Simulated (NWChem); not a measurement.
# UHF/6-311+G(d,p) run of CH4FSi (SMILES C[SiH]F)

What is the vertical ionisation energy of CH4FSi at UHF/6-311+G**? 

The results are computed with NWChem 7.3.0.

## Step 1: The structure to begin with

The species is CH4FSi (7 atoms), meant as a doublet with charge 0. As SMILES, `C[SiH]F`. The shape is that of a PBE0-D4/def2-TZVP optimisation.

Bond lengths: C1–Si2 1.864 Å, Si2–F3 1.609 Å, C1–H4 1.091 Å, C1–H5 1.093 Å, C1–H6 1.094 Å, Si2–H7 1.494 Å. Angles: C1–Si2–F3 108.7°, C1–Si2–H7 111.7°, F3–Si2–H7 106.7°, Si2–C1–H4 111.5°, Si2–C1–H5 109.9°, Si2–C1–H6 110.0°, H4–C1–H5 108.4°, H4–C1–H6 108.5°, H5–C1–H6 108.5°.

## Step 2: A single-point energy at UHF/6-311+G(d,p)

job.xyz reads:

```xyz
7
CH4FSi hf
C     -0.653500     0.389500    -0.298000
Si     0.917400    -0.594100    -0.104100
F      0.640700    -1.812800     0.909600
H     -1.444900    -0.207800    -0.754100
H     -0.470200     1.260900    -0.931700
H     -1.000700     0.738300     0.679600
H      2.011300     0.226000     0.498700
```

job.nw reads:

```
start job
title "CH4FSi hf"
memory total 2200 mb
charge 0

geometry noautosym nocenter noautoz
load format xyz job.xyz
end

basis "ao basis" spherical bse
* library 6-311+G**
end

scf
doublet
uhf
thresh 1e-08
maxiter 80
print low
end

task scf energy
```

Launch:

```console
$ nwchem job.nw > job.out
```

Standard output:

```text
[...]
  functions       =    98
[...]
  wavefunction    = UHF
[...]
         Total SCF energy =   -428.638263741238
      One electron energy =   -806.497952121995
      Two electron energy =    270.977228667986
 Nuclear repulsion energy =    106.882459712771
                       Sz =      0.5000
                 Sz(Sz+1) =      0.7500
                      S^2 =      0.7525
[...]
```

It took 20 s on 1 thread of AMD EPYC 9R14 (Zen 4), shared host; peak memory 0.1 GiB.

## Step 3: The singlet cation, same level

struct.nw reads:

```
start struct
title "CH4FSi energy"
memory total 2200 mb
charge 1
geometry noautosym nocenter noautoz
 C    -0.653500    0.389500   -0.298000
 Si    0.917400   -0.594100   -0.104100
 F     0.640700   -1.812800    0.909600
 H    -1.444900   -0.207800   -0.754100
 H    -0.470200    1.260900   -0.931700
 H    -1.000700    0.738300    0.679600
 H     2.011300    0.226000    0.498700
end
basis spherical bse
 * library 6-311+G**
end
scf
 thresh 1e-08
 maxiter 80
 noprint "final vectors analysis"
end
task scf energy
```

Launch:

```console
$ nwchem struct.nw > struct.out
```

Standard output:

```text
[...]
  functions       =    98
[...]
  wavefunction    = RHF
[...]
         Total SCF energy =   -428.330067761433
      One-electron energy =   -797.750814719292
      Two-electron energy =    262.538287245088
 Nuclear repulsion energy =    106.882459712771
        Time for solution =     14.2s
[...]
```

It took 15 s on 1 thread of AMD EPYC 9R14 (Zen 4), shared host; peak memory 0.099 GiB.

## Step 4: What came out

At UHF/6-311+G**:

```
                                          quantity          value
                      doublet CH4FSi: total energy  -428.63826 Eh
                              doublet CH4FSi: ⟨S²⟩          0.752
                      singlet cation: total energy  -428.33007 Eh
vertical ionisation energy (to the singlet cation)       8.386 eV
```

**Reading.** Removing an electron at fixed nuclei costs 8.39 eV (193 kcal/mol). Only the singlet of the ionised species was computed; a triplet could lie lower. Mulliken charges (singlet cation) run from -0.71 on C1 to +1.22 on Si2; in a basis this large or diffuse they mean little.
